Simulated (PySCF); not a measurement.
## PySCF run on SiH

Input:

```python
from pyscf import gto, dft

mol = gto.M(
    atom='Si 0 0 0; H 0 0 1.435',
    basis='pcseg-2',
    charge=0,
    spin=1,
    verbose=4,
)
mf = dft.UKS(mol, xc='b3lyp')
mf.kernel()
mf.dip_moment()
print('orbital energies (hartree):', [e[max(0, n-3):n+3].round(4) for e, n in zip(mf.mo_energy, mol.nelec)])
```

```bash
$ OMP_NUM_THREADS=1 python input.py
```

Output (some set-up lines and the per-cycle HOMO/LUMO lines with their warnings removed):

```
PySCF version 2.14.0

[INPUT] Symbol           X                Y                Z      unit          X                Y                Z       unit  Magmom
[INPUT]  1 Si     0.000000000000   0.000000000000   0.000000000000 AA    0.000000000000   0.000000000000   0.000000000000 Bohr   0.0
[INPUT]  2 H      0.000000000000   0.000000000000   1.435000000000 AA    0.000000000000   0.000000000000   2.711756988751 Bohr   0.0

nuclear repulsion = 5.16270449678049
number of shells = 7
number of NR pGTOs = 82
number of NR cGTOs = 48
basis = pcseg-2
ecp = {}

******** <class 'pyscf.dft.uks.UKS'> ********
method = UKS
initial guess = minao
damping factor = 0
level_shift factor = 0
DIIS = <class 'pyscf.scf.diis.CDIIS'>
SCF conv_tol = 1e-09
SCF max_cycles = 50
number electrons alpha = 8  beta = 7
XC functionals = b3lyp

grids dens level: 3
tot grids = 28992
init E= -289.908375704084

cycle= 1 E= -290.011681308773  delta_E= -0.103  |g|= 0.102  |ddm|= 0.823
cycle= 2 E= -290.016333876754  delta_E= -0.00465  |g|= 0.0478  |ddm|= 0.182
cycle= 3 E= -290.017573751749  delta_E= -0.00124  |g|= 0.00687  |ddm|= 0.0942
cycle= 4 E= -290.017616086568  delta_E= -4.23e-05  |g|= 0.00184  |ddm|= 0.0174
cycle= 5 E= -290.017619097373  delta_E= -3.01e-06  |g|= 0.000344  |ddm|= 0.00444
cycle= 6 E= -290.017619236063  delta_E= -1.39e-07  |g|= 8.24e-05  |ddm|= 0.00104
cycle= 7 E= -290.017619247407  delta_E= -1.13e-08  |g|= 2.52e-05  |ddm|= 0.000287
cycle= 8 E= -290.017619248914  delta_E= -1.51e-09  |g|= 5.06e-06  |ddm|= 0.00013
cycle= 9 E= -290.017619248962  delta_E= -4.78e-11  |g|= 7.04e-07  |ddm|= 2.26e-05
Extra cycle  E= -290.017619248962  delta_E= 1.14e-13  |g|= 3.52e-07  |ddm|= 2.08e-06
converged SCF energy = -290.017619248962  <S^2> = 0.75348075  2S+1 = 2.0034777
Dipole moment(X, Y, Z, Debye):  0.00000, -0.00000,  0.39281
orbital energies (hartree): [array([-0.5013, -0.2825, -0.1899, -0.1249,  0.0375,  0.0977]), array([-3.6424, -0.4786, -0.2698, -0.1158, -0.086 ,  0.0433])]
```

In short: E(SCF) = -290.017619 Eh, 9 cycles, ⟨S²⟩ = 0.753, μz(SCF) = 0.39 D.

Run time: 1.9 s on 1 thread of Arm Neoverse V2 (shared host).

The bond length is a typed value, not an optimised one. No search for the lowest solution was made.
